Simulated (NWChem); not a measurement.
The numbers come from NWChem runs, not from measurements. System: C, charge 0, spin multiplicity 3. Its SCF solution wasn't tested for a lower state. Level: ROCCSD(T)/def2-TZVPD, 1 core orbitals frozen.

Output (cleaned and shortened):

```
             Northwest Computational Chemistry Package (NWChem) 7.3.0
             --------------------------------------------------------

                                NWChem Input Module
                                -------------------

 Scaling coordinates for geometry "geometry" by  1.889725989
 (inverse scale =  0.529177249)

                             Geometry "geometry" -> ""
                             -------------------------

 Output coordinates in angstroms (scale by  1.889725989 to convert to a.u.)

  No.       Tag          Charge          X              Y              Z
 ---- ---------------- ---------- -------------- -------------- --------------
    1 C                    6.0000     0.00000000     0.00000000     0.00000000

 Effective nuclear repulsion energy (a.u.)       0.0000000000

            Nuclear Dipole moment (a.u.)
            ----------------------------
        X                 Y               Z
 ---------------- ---------------- ----------------
     0.0000000000     0.0000000000     0.0000000000

      Symmetry information
      --------------------

 Group name             D2h
 Group number             26
 Group order               8
 No. of unique centers     1

      Symmetry unique atoms

     1


 Summary of "ao basis" -> "" (spherical)
 ------------------------------------------------------------------------------
       Tag                 Description            Shells   Functions and Types
 ---------------- ------------------------------  ------  ---------------------
 *                         def2-tzvpd                 on all atoms

 Summary of "ao basis" -> "ao basis" (spherical)
 ------------------------------------------------------------------------------
       Tag                 Description            Shells   Functions and Types
 ---------------- ------------------------------  ------  ---------------------
 C                         def2-tzvpd               13       37   6s3p3d1f

                                 NWChem SCF Module
                                 -----------------

  ao basis        = "ao basis"
  functions       =    37
  atoms           =     1
  closed shells   =     2
  open shells     =     2
  charge          =   0.00
  wavefunction    = ROHF
  use symmetry    = T
  symmetry adapt  = T

 Summary of "ao basis" -> "ao basis" (spherical)
 ------------------------------------------------------------------------------
       Tag                 Description            Shells   Functions and Types
 ---------------- ------------------------------  ------  ---------------------
 C                         def2-tzvpd               13       37   6s3p3d1f

      Symmetry analysis of basis
      --------------------------

        ag         12
        au          1
        b1g         3
        b1u         5
        b2g         3
        b2u         5
        b3g         3
        b3u         5

 Forming initial guess at       0.0s

      Symmetry analysis of molecular orbitals - initial
      -------------------------------------------------

  Numbering of irreducible representations:

     1 ag          2 au          3 b1g         4 b1u         5 b2g
     6 b2u         7 b3g         8 b3u

  Orbital symmetries:

     1 ag          2 ag          3 b3u         4 b2u         5 b1u
     6 ag          7 b1g         8 ag          9 b2g        10 b3g
    11 ag         12 b3u        13 b2u        14 b1u

 Starting SCF solution at       0.0s

 ----------------------------------------------
         Quadratically convergent ROHF

 Convergence threshold     :          1.000E-07
 Maximum no. of iterations :          100
 Final Fock-matrix accuracy:          1.000E-09
 ----------------------------------------------

              iter       energy          gnorm     gmax       time
             ----- ------------------- --------- --------- --------
                 1      -37.6848837298  3.27D-01  2.26D-01      0.1
                 2      -37.6874562103  2.82D-02  1.71D-02      0.1
                 3      -37.6875371315  6.85D-04  3.66D-04      0.1
                 4      -37.6875371781  1.75D-07  1.20D-07      0.1
                 5      -37.6875371781  2.08D-09  1.04D-09      0.1
[...]
              MO Center=  1.4D-18, -2.3D-33, -1.6D-33, r^2= 1.0D+00
   Bfn.  Coefficient  Atom+Function         Bfn.  Coefficient  Atom+Function
  ----- ------------  ---------------      ----- ------------  ---------------
     7      0.470824  1 C  px                10      0.464426  1 C  px
    13      0.249625  1 C  px

 Vector    5  Occ=0.000000D+00  E= 4.564651D-02  Symmetry=b1u
              MO Center= -1.5D-19,  8.7D-20,  2.1D-17, r^2= 2.0D+00
   Bfn.  Coefficient  Atom+Function         Bfn.  Coefficient  Atom+Function
  ----- ------------  ---------------      ----- ------------  ---------------
    15      0.630251  1 C  pz                 9      0.318434  1 C  pz
    12      0.255681  1 C  pz

 Vector    6  Occ=0.000000D+00  E= 8.873660D-02  Symmetry=ag
              MO Center=  2.1D-16,  2.0D-16, -6.9D-16, r^2= 8.9D+00
   Bfn.  Coefficient  Atom+Function         Bfn.  Coefficient  Atom+Function
  ----- ------------  ---------------      ----- ------------  ---------------
     6      2.605663  1 C  s                  5     -2.340720  1 C  s
     4      0.476696  1 C  s                  3     -0.241526  1 C  s

 Vector    7  Occ=0.000000D+00  E= 2.843505D-01  Symmetry=ag
              MO Center= -7.0D-16, -7.0D-16, -5.3D-16, r^2= 5.7D+00
   Bfn.  Coefficient  Atom+Function         Bfn.  Coefficient  Atom+Function
  ----- ------------  ---------------      ----- ------------  ---------------
    28      1.045101  1 C  d  0               5      0.233075  1 C  s
     6     -0.152642  1 C  s

 center of mass
 --------------
 x =   0.00000000 y =   0.00000000 z =   0.00000000

 moments of inertia (a.u.)
 ------------------
           0.000000000000           0.000000000000           0.000000000000
           0.000000000000           0.000000000000           0.000000000000
           0.000000000000           0.000000000000           0.000000000000

  Mulliken analysis of the total density
  --------------------------------------

    Atom       Charge   Shell Charges
 -----------   ------   -------------------------------------------------------
    1 C    6     6.00   0.86  1.11  0.68  1.03  0.31  0.00  0.78  0.87  0.35  0.00  0.00  0.00  0.00

 Mulliken analysis of the open-shell density
 -------------------------------------------

    Atom       Charge   Shell Charges
 -----------   ------   -------------------------------------------------------
    1 C    6     2.00   0.00  0.00 -0.00 -0.00 -0.00  0.00  0.78  0.87  0.35  0.00 -0.00  0.00  0.00

       Multipole analysis of the density wrt the origin
       ------------------------------------------------

     L   x y z        total         open         nuclear
     -   - - -        -----         ----         -------
     0   0 0 0     -0.000000     -2.000000      6.000000

     1   1 0 0     -0.000000     -0.000000      0.000000
     1   0 1 0     -0.000000     -0.000000      0.000000
     1   0 0 1      0.000000     -0.000000      0.000000

     2   2 0 0     -5.103332     -2.989393      0.000000
     2   1 1 0      0.000000      0.000000      0.000000
     2   1 0 1     -0.000000     -0.000000      0.000000
     2   0 2 0     -5.103332     -2.989393      0.000000
     2   0 1 1     -0.000000     -0.000000      0.000000
     2   0 0 2     -3.568280     -1.494835      0.000000

                   NWChem Extensible Many-Electron Theory Module
                   ---------------------------------------------


            General Information
            -------------------
      Number of processors :     1
         Wavefunction type : Restricted open-shell Hartree-Fock
          No. of electrons :     6
           Alpha electrons :     4
            Beta electrons :     2
           No. of orbitals :    74
            Alpha orbitals :    37
             Beta orbitals :    37
        Alpha frozen cores :     1
         Beta frozen cores :     1
     Alpha frozen virtuals :     0
      Beta frozen virtuals :     0
         Spin multiplicity : triplet
    Number of AO functions :    37
       Number of AO shells :    13
        Use of symmetry is : on
      Symmetry adaption is : on
         Schwarz screening : 0.10D-09

          Correlation Information
          -----------------------
          Calculation type : Coupled-cluster singles & doubles w/ perturbation
   Perturbative correction : (T)
            Max iterations :      100
        Residual threshold : 0.10D-05
     T(0) DIIS level shift : 0.00D+00
     L(0) DIIS level shift : 0.00D+00
     T(1) DIIS level shift : 0.00D+00
     L(1) DIIS level shift : 0.00D+00
     T(R) DIIS level shift : 0.00D+00
     T(I) DIIS level shift : 0.00D+00
   CC-T/L Amplitude update :  5-th order DIIS
                I/O scheme : Global Array Library
        L-threshold :  0.10D-05
        EOM-threshold :  0.10D-05
 no EOMCCSD initial starts read in
 TCE RESTART OPTIONS
 SLICE:      F
 D4D5:       F
 quantumc:   F
 qrotation:  F
 pwtce:      F
 qducc:      F
 nacto:                         0
 nrotv:                         0
 nrot:                          0

            Memory Information
            ------------------
          Available GA space size is     249034062 doubles
          Available MA space size is     104855212 doubles

 Maximum block size supplied by input
 Maximum block size        24 doubles

 tile_dim =     10

 -------------------------------------------------

 Global array virtual files algorithm will be used

 Parallel file system coherency ......... OK

 4-electron integrals stored in orbital form

 v2    file size   =            53860
 4-index algorithm nr.  13 is used
 imaxsize =       30
 imaxsize ichop =        0


CCSD iterations
 ---------------------------------------------------------
 Iter          Residuum       Correlation     Cpu    Wall
 ---------------------------------------------------------
    1   0.0793593782677  -0.0781926064027     0.1     0.1
    2   0.0326027219325  -0.0868877900131     0.1     0.1
    3   0.0165557770925  -0.0894991455167     0.1     0.1
    4   0.0089057067537  -0.0904851997556     0.1     0.1
    5   0.0048659161174  -0.0909973946088     0.1     0.1
    6   0.0005152589915  -0.0915233563622     0.1     0.1
    7   0.0001449331374  -0.0915408483788     0.1     0.1
    8   0.0000601231098  -0.0915402818877     0.1     0.1
    9   0.0000281155943  -0.0915408807305     0.1     0.1
   10   0.0000143127402  -0.0915414994116     0.1     0.1
   11   0.0000050065598  -0.0915417643501     0.1     0.1
   12   0.0000020858739  -0.0915421257467     0.1     0.1
   13   0.0000010673228  -0.0915422543021     0.1     0.1
   14   0.0000005677150  -0.0915423056223     0.1     0.1
 -----------------------------------------------------------------
 Iterations converged
 CCSD correlation energy / hartree =        -0.091542305622337
 CCSD total energy / hartree       =       -37.779079483705978

 Singles contributions

 Doubles contributions
     5b1u (alpha)     5b1u (beta ) ---     2ag  (alpha)     2ag  (beta )       -0.1051506694
 CCSD(T)
 Using plain CCSD(T) code
             total no. of tasks          613
 total no. of tasks / no. procs          613
                         wl_min            1           1.0
                         wl_max         1000           3.2
        thresh for no. of tasks          613

 CCSD[T]  correction energy / hartree =        -0.002335994871913
 CCSD[T] correlation energy / hartree =        -0.093878300494250
 CCSD[T] total energy / hartree       =       -37.781415478577891
 CCSD(T)  correction energy / hartree =        -0.002352243182900
 CCSD(T) correlation energy / hartree =        -0.093894548805238
 CCSD(T) total energy / hartree       =       -37.781431726888876

 Task  times  cpu:        1.3s     wall:        1.3s

 Total times  cpu:        1.3s     wall:        1.3s
```

Task: Write an NWChem input that would produce this output.

Result: One answer among several that fit: 
```
start mol
memory heap 100 mb stack 700 mb global 1900 mb
geometry units angstroms nocenter noautoz
  C      0.000000     0.000000     0.000000
  symmetry group D2h
end
basis spherical
  * library def2-tzvpd
end
scf
  rohf
  nopen 2
  maxiter 100
  thresh 1e-7
  semidirect memsize 60000000 filesize 0
  # guess.movecs holds the orbitals of an unrestricted PBE0 run
  vectors input guess.movecs output mol.movecs
end
tce
  freeze core 1
  ccsd(t)
  2eorb
  2emet 13
  thresh 1e-6
  maxiter 100
  tilesize 24
end
task tce energy
```
